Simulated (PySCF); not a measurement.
**Basis and Hamiltonian dependence of the ionisation energy of F**

F [He] 2s2 2p5 (2P) → F⁺ [He] 2s2 2p4 (3P). All values are computed (PySCF 2.14, energy differences of UHF-based or UKS calculations, no spin-orbit coupling). Values in eV.

| basis | Hamiltonian | functions | UHF | r2SCAN | PBE0 | MP2 (valence) | CCSD(T) (valence) | CCSD(T) (valence and next inner shell) |
| --- | --- | --- | --- | --- | --- | --- | --- | --- |
| def2-SVP | non-relativistic | 14 | 15.772 | 17.455 | 17.346 | 16.959 | 16.881 | n/a |
| Sapporo-DZP-2012 | spin-free X2C | 18 | 15.622 | 17.353 | 17.225 | 16.869 | 16.767 | n/a |
| cc-pVTZ | non-relativistic | 30 | 15.654 | 17.498 | n/a | 17.194 | 17.131 | n/a |
| cc-pVTZ-DK | spin-free X2C | 30 | 15.639 | n/a | n/a | 17.181 | 17.118 | n/a |
| x2c-TZVPall | spin-free X2C | 31 | 15.641 | 17.504 | 17.410 | 17.195 | 17.135 | n/a |
| def2-TZVPP | non-relativistic | 31 | 15.655 | n/a | n/a | 17.207 | 17.148 | n/a |
| def2-TZVPPD | non-relativistic | 40 | 15.660 | 17.536 | 17.443 | 17.243 | 17.190 | n/a |
| aug-cc-pCVTZ-DK | spin-free X2C | 59 | 15.656 | 17.551 | 17.447 | 17.306 | 17.257 | 17.272 |
| aug-cc-pwCVTZ | non-relativistic | 59 | 15.668 | 17.561 | 17.459 | 17.321 | 17.272 | 17.288 |
| def2-QZVPPD | non-relativistic | 66 | 15.651 | 17.532 | 17.440 | 17.359 | 17.312 | 17.325 |
| dyall-acv3z | spin-free X2C | 76 | 15.637 | 17.528 | 17.431 | 17.289 | 17.243 | 17.255 |
| aug-cc-pVQZ | non-relativistic | 80 | 15.653 | 17.537 | 17.447 | 17.395 | 17.346 | n/a |
| aug-cc-pwCVQZ | non-relativistic | 109 | 15.653 | 17.540 | 17.447 | 17.403 | n/a | n/a |
| aug-cc-pV5Z | non-relativistic | 127 | 15.651 | 17.536 | 17.442 | 17.438 | n/a | n/a |

Extrapolation of MP2 (valence) from aug-cc-pwCVTZ and aug-cc-pwCVQZ: the correlation parts are 1.652 and 1.751 eV; with the X⁻³ form and unrounded values, (4³ × 1.751 − 3³ × 1.652)/(4³ − 3³) = 1.822 eV, and adding the Hartree-Fock value 15.653 eV of the larger basis gives 17.475 eV.

Extrapolation of MP2 (valence) from aug-cc-pVQZ and aug-cc-pV5Z: the correlation parts are 1.742 and 1.788 eV; with the X⁻³ form and unrounded values, (5³ × 1.788 − 4³ × 1.742)/(5³ − 4³) = 1.836 eV, and adding the Hartree-Fock value 15.651 eV of the larger basis gives 17.486 eV.

Frozen in the all-electron rows: valence: 1s2; valence and next inner shell: nothing.

Reference for a calculation without spin-orbit coupling: 17.427 eV (measured, between term centres; NIST).
